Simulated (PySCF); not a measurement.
# H2O2 (Hydrogen peroxide): the cost of one run

Programs: PySCF 2.14.0, with density-fitted response routines of our own. Each step states its level of theory. These are calculated values for one molecule in the gas phase, unless marked as measured. Atoms count from 0, in the outputs and in this text.

## (1) The molecule as given

4 atoms, charge 0, multiplicity 1; geometry from: MMFF94s. The atoms were then displaced at random by about 0.03 Å, so the start is not that level's minimum.

Bonds of the start (Å): O0–O1 1.40, O0–H2 1.04, O1–H3 1.03.

## (2) Optimising the geometry at PBE0-D3(BJ)/def2-SVP

Job settings and geometry (Å):

```
{"job": {"xc": "PBE0", "basis": "def2-SVP", "d3": "d3bj", "grid": 1, "shake": 0.03, "kind": "geom"}, "charge": 0, "multiplicity": 1}
O     -0.590370     0.126840     0.337380
O      0.630260     0.197340    -0.335160
H     -1.204440    -0.229840    -0.428180
H      1.247830    -0.184780     0.395500
```

Run with:

```sh
$ OMP_NUM_THREADS=1 python probes_run.py task.json out
```

The driver reads the jobs from task.json and runs them one after another.

**Question.** How long does this first job take on 1 thread of Arm Neoverse V1, shared host, and how much memory does it need?

About 2.1 s, with a peak of 0.24 GiB.
